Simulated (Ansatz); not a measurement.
`NCC(O)(F)F`, charge 0, multiplicity 1.

(1) Give a relaxed structure at PBE0-D4/def2-TZVP (Ansatz). (Best estimate.)

Answers

(1) The calculation gave: 
Z-matrix (Å, degrees):
```
C
C 1 1.521
N 1 1.452 2 107.9
H 1 1.091 2 107.0 3 -117.3
H 1 1.095 2 108.7 3 125.8
F 2 1.373 1 108.7 3 -78.0
O 2 1.346 1 112.6 3 44.3
F 2 1.346 1 110.5 3 166.7
H 3 1.010 1 111.9 2 -157.0
H 3 1.012 1 111.4 2 81.7
H 7 0.975 2 104.6 1 -28.3
```
This is one stationary point; other conformers may exist.
